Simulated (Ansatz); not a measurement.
C$_{2}$H$_{5}$FS$_{2}$ (`CSSCF`), relaxed with RKS PBE-D4/def2-SVP in Ansatz from a rough embedded geometry. The force threshold is 0.03 eV/Å; the program also tests the step.

Total charge 0; spin multiplicity 1.

Start:

```xyz
10

C    -0.633    1.048    1.283
S    -1.625    0.135    0.119
S    -0.445    0.256   -1.530
C     0.832   -1.083   -1.294
F     1.463   -0.869   -0.135
H     0.298    0.567    1.565
H    -0.452    2.083    0.989
H    -1.188    1.126    2.273
H     0.270   -2.099   -1.175
H     1.480   -1.164   -2.097
```

```tsv
step	energy (eV)	largest force (eV/Å)	largest move (Å)
1	-26517.5309	4.839	0.000
2	-26517.8335	0.755	0.146
3	-26517.9144	0.423	0.113
4	-26517.9313	0.252	0.127
5	-26517.9354	0.055	0.032
6	-26517.9360	0.023	0.022
```

End:

```xyz
10

C    -0.654    1.052    1.341
S    -1.617    0.163    0.063
S    -0.345    0.278   -1.581
C     0.802   -1.094   -1.244
F     1.683   -0.824   -0.217
H     0.299    0.528    1.538
H    -0.464    2.097    1.029
H    -1.284    1.048    2.253
H     0.212   -2.000   -0.989
H     1.367   -1.249   -2.192
```

Run time 8 s (4 threads of an Arm Neoverse V1 on a shared host); peak host memory 0.15 GiB.
